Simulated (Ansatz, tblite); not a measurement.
Cost and result up the ladder for C₂H₃⁺ (the lowest singlet isomer of a short search) (5 atoms). Charge 1, multiplicity 1. Geometry: PBE0-D4/def2-TZVP.

Cartesian coordinates in Å:
```
C -0.268 -0.184 -0.363
C 0.421 0.288 0.567
H 1.018 0.697 1.374
H 0.197 -0.568 -1.286
H -1.367 -0.233 -0.293
```

Ansatz on 4 threads of Arm Neoverse V2 on a shared host; xTB runs through tblite on one thread. Times are rough, summed over both states, and most runs start from the orbitals of an earlier one. PBE-QIDH/def2-TZVP serves as the yardstick here, not as an exact answer. The other state is a quintet at its own geometry.

The xTB rows come from tblite. B3LYP takes the VWN-RPA correlation. Correlated methods freeze 2 core orbitals. The structure comes from a short search, and lower isomers may exist.

xTB has no spin-polarisation term.

| level | functions | wall time | quintet − singlet (eV) | difference from PBE-QIDH/def2-TZVP (eV) | remarks |
| --- | --- | --- | --- | --- | --- |
| GFN1-xTB | 14 | 0.002 s | 9.63 | 1.99 | – |
| GFN2-xTB | 11 | 0.002 s | 9.77 | 2.14 | – |
| MP2/def2-TZVP | 80 | 0.35 s | 7.88 | 0.25 | – |
| LDA (SPW92)/def2-TZVP | 80 | 0.45 s | 8.38 | 0.75 | – |
| B3LYP-D4/def2-TZVP | 80 | 0.75 s | 7.96 | 0.32 | – |
| PBE-D4/def2-TZVP (with forces) | 80 | 0.8 s | 7.80 | 0.17 | – |
| PBE-QIDH/def2-TZVP | 80 | 0.8 s | 7.63 | 0.00 | – |
| PBE0-D4/def2-TZVP | 80 | 0.85 s | 7.57 | -0.06 | – |
| RPA@PBE/def2-TZVP | 80 | 0.85 s | 7.87 | 0.24 | – |
| r2SCAN-D4/def2-TZVP | 80 | 1.4 s | 7.36 | -0.27 | – |
| ωB97X-V/def2-TZVP | 80 | 1.9 s | 8.11 | 0.48 | – |
| B97M-V/def2-TZVP | 80 | 2.2 s | 8.02 | 0.38 | – |
| CCSD(T)/def2-TZVPP | 104 | 3.2 s | 7.91 | 0.28 | large T1 (singlet) |
